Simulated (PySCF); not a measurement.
hydrogen fluoride (FH), SMILES F.

The structure is a stationary point at B3LYP-D3(BJ)/def2-TZVPD.

Level of theory: PySCF with ωB97X/def2-TZVPD.

Isolated molecule, no solvent.

```yaml
total_energy: -100.46805 hartree
point_group: C∞v
highest_occupied_level: -14.42 eV
lowest_empty_level: 2.30 eV
orbital_gap: 16.72 eV
dipole_moment: 1.82 D
quadrupole, principal values (traceless, Buckingham form, about the centre of nuclear charge): -1.10, -1.10, 2.19 D·Å
mean_static_polarisability: 5.8 bohr³ (0.86 Å³)
polarisability_principal_values: 5.4, 5.4, 6.5 bohr³
```
